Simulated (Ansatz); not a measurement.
**BH₂+ (singlet): the correlation ladder at angle H2–B1–H3 = 102.0°, aug-cc-pVTZ**

The task here is to estimate one member of a computed series from the others.

Program: Ansatz 0.2.0, Gaussian basis. Level of theory: aug-cc-pVTZ, core rule «outside noble gas», up to 1 orbitals frozen. These are calculated values, not measurements.

To be run: UHF; CCSD(T) on RHF; BCCD(T) on RHF; CCSDT(Q) on RHF; CASSCF and NEVPT2, 4 electrons in 6 orbitals; Full CI.

7 further runs of the same task are left out: 1 for a known fault of the program, 4 that didn't finish, 2 set aside as unsound or not needed.

### The system

The geometry derives from a PBE0/def2-TZVP stationary point (not a proven minimum). One angle is set to the value named; bond lengths are kept.

3 atoms, charge 1, spin multiplicity 1.

Atoms are counted from 1 here; the program's logs count them from 0.

Bond lengths: B1–H2 1.179 Å, B1–H3 1.179 Å. Angles: H2–B1–H3 102.0°.

Coordinates:

```
B    -0.1166    0.0000    0.0000
H     0.6255    0.0000   -0.9164
H     0.6255    0.0000    0.9164
```

The first run:

in.yaml

```yaml
crystal:
  periodic: [false, false, false]
  atoms:
    - {symbol: B, position_ang: [-0.116626, 0.000000, 0.000000]}
    - {symbol: H, position_ang: [0.625457, 0.000000, -0.916396]}
    - {symbol: H, position_ang: [0.625457, 0.000000, 0.916396]}
basis:
  gaussian: {orbitals: aug-cc-pVTZ}
total_charge: 1
magnetization: {spin_polarized: true, initial_magnetization: 0}
hamiltonian: {xc: hf}
output: {orbitals: {seedname: orbitals}}
```

Started as:

```bash
$ ansatz run in.yaml --threads 1 --pin off --events-out ev --progress --plain --max-ram 2393MiB
```

Among the steps run: UHF; CCSD(T) on RHF; BCCD(T) on RHF; CCSDT(Q) on RHF; CASSCF and NEVPT2, 4 electrons in 6 orbitals; Full CI.

One table of the session follows, with a row left open; its other results are not shown here.

It belongs to the step «Misses and costs». 

```
        method  from FCI (kJ/mol)
           RHF                  ?
          RMP2              +52.0
         RCCSD               +3.8
      RCCSD(T)               +0.8
       BCCD(T)               +0.8
        RCCSDT                0.0
     RCCSDT(Q)                0.0
CASSCF valence             +108.0
NEVPT2 valence              +22.3
           FCI                  0
```

Estimate the missing values for RHF.

The run gave: from FCI (kJ/mol): +245.2. In the column «from FCI (kJ/mol)» it is the highest.
